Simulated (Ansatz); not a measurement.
# PHO (singlet): from Hartree-Fock to the top rungs, cc-pVTZ

The task here is to estimate one member of a computed series from the others.

Program: Ansatz 0.2.0, Gaussian basis. Level of theory: cc-pVTZ, core rule «outside noble gas», up to 6 orbitals frozen. These are calculated values, not measurements.

The runs, in order: UHF; CCSD(T) on RHF; CCSD(T) on UHF; BCCD(T) on RHF; CCSDT(Q) on RHF; CCSDT(Q) on UHF; CASSCF and MRCISD+Q, 12 electrons in 9 orbitals; CASSCF and NEVPT2, 12 electrons in 9 orbitals.

4 further runs of the same task are left out: 4 set aside as unsound or not needed.

## The geometry

The geometry is a PBE0/def2-TZVP stationary point (not a proven minimum) of the parent state, kept for this charge and spin.

3 atoms, charge 0, spin multiplicity 1.

Atoms are counted from 1 here; the program's logs count them from 0.

Bond lengths: O1–P2 1.634 Å, O1–H3 0.963 Å. Angles: P2–O1–H3 114.8°.

Set-up of the first run:

Input file in.yaml:

```yaml
crystal:
  periodic: [false, false, false]
  atoms:
    - {symbol: O, position_ang: [0.000000, -0.101812, 1.041721]}
    - {symbol: P, position_ang: [0.000000, 0.028618, -0.587387]}
    - {symbol: H, position_ang: [0.000000, 0.736686, 1.514642]}
basis:
  gaussian: {orbitals: cc-pVTZ}
magnetization: {spin_polarized: true, initial_magnetization: 0}
hamiltonian: {xc: hf}
output: {orbitals: {seedname: orbitals}}
```

On the command line:

```bash
$ ansatz run in.yaml --threads 1 --pin off --events-out ev --progress --plain --max-ram 4096MiB --backend cpu
```

Steps of the session up to this table: UHF; CCSD(T) on RHF; CCSD(T) on UHF; BCCD(T) on RHF; CCSDT(Q) on RHF; CCSDT(Q) on UHF; CASSCF and MRCISD+Q, 12 electrons in 9 orbitals; CASSCF and NEVPT2, 12 electrons in 9 orbitals.

One table of the session follows, with a row left open; its other results are not shown here.

```
          method  from RCCSDT(Q) (meV)
             RHF              +11117.3
             UHF               +9946.3
            RMP2               +1115.1
            UMP2                +692.7
           RCCSD                     ?
           UCCSD                 +80.4
        RCCSD(T)                 +85.9
        UCCSD(T)                -338.9
         BCCD(T)                 +82.4
          RCCSDT                 +43.8
          UCCSDT                -553.5
       RCCSDT(Q)                     0
       UCCSDT(Q)                -668.8
  CASSCF valence               +8334.7
  NEVPT2 valence               +2133.9
  MRCISD valence                +930.0
MRCISD+Q valence                +255.7
```

Estimate the missing values for RCCSD.

The run gave: from RCCSDT(Q) (meV): +543.9. In the column «from RCCSDT(Q) (meV)» it lies between MRCISD+Q valence (+255.7) and UMP2 (+692.7).

Caveats from the session: The determinant is far from a pure spin state, so its energy mixes those of several spin states (harmless only where they are near-degenerate, as at dissociation). The program flags UCCSD(T), UCCSDT(Q) as in doubt, so those rows may rest on another solution; read them beside their warnings. Warnings: restricted reference is unstable; spin contamination. Restricted and unrestricted rows rest on different reference determinants; where their highest levels disagree by more than a few hundredths of an eV, they describe different states and don't form one ladder.
